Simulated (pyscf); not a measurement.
PySCF, gas phase, ωB97X-D3(BJ)/def2-SVP geometries.

Estimate by transition-state theory the rate constant of H₃Si–O–SiH₃ (SMILES [SiH3]O[SiH3]) + HCl (SMILES Cl) → H₃Si–O–SiH₂–Cl (SMILES [SiH3]O[SiH2]Cl) + H₂ (SMILES [H][H]) (singlet surface; H–Si, Cl–H broken, Cl–Si, H–H formed) at 1200 K, with ωB97M-D3(BJ)/def2-TZVP energies (ideal gas, 1 atm, RRHO with modes under 100 cm⁻¹ raised to 100, one conformer, R ln 2 for rigid chiral ones; no tunnelling).

The electronic barrier is 30.2 kcal/mol and the thermal terms add +41.9, so ΔG‡ = 72.2 kcal/mol. With k_BT/h = 2.50e+13 s⁻¹ and RT = 2.385 kcal/mol, and a volume of 1.64e-19 cm³ per molecule at 1 atm, k = 3.0e-19 cm³ molecule⁻¹ s⁻¹. Wigner's tunnelling factor for 843i cm⁻¹ would be 1.04. A shift of 1 kcal/mol in the barrier changes k by a factor 1.5. This is the saddle that the search found; another between the same sides may lie lower.
